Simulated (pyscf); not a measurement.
Multi-bond step: germane (GeH₄) + hydrogen chloride (HCl) -> germylene (GeH₂) [singlet] + hydrogen chloride (HCl) + hydrogen (H₂)

Gas phase, singlet surface, charge 0. Bonds broken: Ge1–H2, Ge1–H3, Cl6–H7. Bonds formed: H2–Cl6, H3–H7. PySCF, gas phase, ωB97X-D3(BJ)/def2-SVP geometries.

Transition state (Å):

```xyz
7

Ge    -1.3767    -0.2498     0.1114
H     -0.3334     1.0895     0.2156
H     -0.1452    -0.8182    -1.1521
H     -2.5554    -0.4496    -0.8730
H     -1.2715    -1.5847     0.8892
Cl     1.1101     1.5504    -0.5347
H      0.3376    -0.1061    -1.0432
```

One imaginary mode, 1293i cm⁻¹; descent along it reached the two sides named, in the forms told below.

```json
[
 {"bond": "Ge1–H2", "change": "breaks", "reactant side (Å)": "1.532", "saddle": "1.701", "product side": "2.7"},
 {"bond": "Ge1–H3", "change": "breaks", "reactant side (Å)": "1.538", "saddle": "1.854", "product side": "2.113"},
 {"bond": "Cl6–H7", "change": "breaks", "reactant side (Å)": "1.284", "saddle": "1.897", "product side": "2.9"},
 {"bond": "H2–Cl6", "change": "forms", "reactant side (Å)": "3.5", "saddle": "1.691", "product side": "1.294"},
 {"bond": "H3–H7", "change": "forms", "reactant side (Å)": "2.7", "saddle": "0.867", "product side": "0.784"}
]
```

Electronic energies relative to the separated reactants (kcal/mol):

```json
[
 {"level": "ωB97X-D3(BJ)/def2-TZVP", "barrier": "56.7", "reaction energy": "+47.2", "reverse barrier": "9.5"},
 {"level": "PBE/def2-TZVP", "barrier": "42.9", "reaction energy": "+43.8", "reverse barrier": "-0.9"},
 {"level": "r²SCAN/def2-TZVP", "barrier": "48.1", "reaction energy": "+48.1", "reverse barrier": "0.0"},
 {"level": "B3LYP-D3(BJ)/def2-TZVP", "barrier": "49.3", "reaction energy": "+42.0", "reverse barrier": "7.3"},
 {"level": "PBE0-D3(BJ)/def2-TZVP", "barrier": "49.4", "reaction energy": "+47.3", "reverse barrier": "2.1"},
 {"level": "M06-2X/def2-TZVP", "barrier": "53.6", "reaction energy": "+42.3", "reverse barrier": "11.3"},
 {"level": "ωB97M-D3(BJ)/def2-TZVP", "barrier": "56.0", "reaction energy": "+43.1", "reverse barrier": "12.8"},
 {"level": "HF/def2-TZVP", "barrier": "76.2", "reaction energy": "+43.9", "reverse barrier": "32.3"}
]
```

With ωB97M-D3(BJ)/def2-TZVP energies and thermal terms (ideal gas, 1 atm, RRHO with modes under 100 cm⁻¹ raised to 100, one conformer, R ln 2 for chiral ones without a mode under 150 cm⁻¹), in kcal/mol:

```tsv
T (K)	ΔH‡	ΔG‡	ΔH	ΔG
298	53.6	61.1	+39.5	+29.9
600	53.9	68.6	+40.3	+19.9
900	54.5	75.9	+40.2	+9.6
1200	55.2	82.9	+39.8	-0.5
```

On the product side the descent ends in a bound adduct, 10.0 kcal/mol under the separated species and 19.5 kcal/mol under the saddle at ωB97X-D3(BJ)/def2-TZVP. At PBE the saddle lies under the separated products, which points to a path from their complex (located at ωB97X-D3(BJ) alone), and parting the products costs more than the saddle. The same reactants have a lower exit, to Cl–GeH₃ + H₂ (barrier +41.6 kcal/mol at ωB97M-D3(BJ)/def2-TZVP, against +56.0 kcal/mol here). This is the saddle that the search found; another between the same sides may lie lower. Elements up to Kr have no core potential and no relativistic terms here.
